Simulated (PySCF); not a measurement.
# Dipole moment and polarisability of `CO[C@H](C)F`

Compound: C₃H₇FO.
Atom-mapped SMILES: `[CH3:1][O:2][C@H:3]([CH3:4])[F:5]` (hydrogens: H6, H7, H8 on C1; H9 on C3; H10, H11, H12 on C4)

Structure used (GFN2-xTB), in Å, numbered top down from 1:
```
atom  x, y, z in Å
C1     1.833    0.449    0.018
O2     0.444    0.705   -0.086
C3    -0.355   -0.397    0.073
C4    -1.800   -0.028   -0.199
F5    -0.249   -0.868    1.381
H6     2.150   -0.284   -0.733
H7     2.329    1.399   -0.160
H8     2.091    0.079    1.015
H9    -0.016   -1.248   -0.549
H10   -2.441   -0.879    0.011
H11   -2.078    0.804    0.442
H12   -1.906    0.267   -1.238
```

Level: PBE0/def2-SVPD (PySCF), static field, nuclei fixed, core orbitals frozen in the response. The polarisability tensor in these axes (au):

```
x   51.70  1.91  0.26
y    1.91 41.95 -0.45
z    0.26 -0.45 41.13
```

Question: Give the principal values, the mean and the anisotropy Δα = √{½[(α1 − α2)² + (α2 − α3)² + (α1 − α3)²]}.

Answer: Principal values 40.82, 41.90 and 52.07 au; mean 44.93 au = 6.66 Å³ = 7.41 × 10⁻⁴⁰ C²·m²/J; Δα = 10.75 au (24 % of the mean).

Question: What is the dipole moment, and where does it point?

Answer: (0.47, -0.29, -1.49) D, 1.59 D in size, pointing from the negative to the positive side. Measured along this direction, the outermost atoms are F5 and H11 at the negative end and H6 at the positive end.

Question: Form Σ f/ω² (atomic units) for the 6 lowest TDDFT singlets, given as eV and f, and set it beside the mean polarisability, which is this sum over all singlets: 7.95, 0.0208; 8.55, 0.0096; 8.87, 0.0099; 8.99, 0.0604; 9.17, 0.0223; 9.33, 0.0298.

Answer: They add up to 1.44 au, 3.2 % of the 44.93 au; the largest single term is 0.55 au, from the state at 8.99 eV. Terms in order: 0.24, 0.10, 0.09, 0.55, 0.20, 0.25 au. Higher excitations give the rest. The strengths listed sum to 0.153.

Question: Rayleigh depolarisation ratio (linearly polarised light, static tensor)?

Answer: ρ = 3Δα²/(45ᾱ² + 4Δα²) = 346.8/(90832 + 462.4) = 0.0038.

Question: Find the Langevin capture rate constant for NH4+ (18.034 u) meeting this molecule (78.048 u), k = 2.342 × 10⁻⁹ cm³/s × √(α in Å³ / reduced mass in u).

Answer: The reduced mass is 14.65 u, so k = 1.58 × 10⁻⁹ cm³/s. The formula leaves out the permanent dipole, which adds to the capture rate.

Geometry: GFN2-xTB, one conformer, isolated molecule.
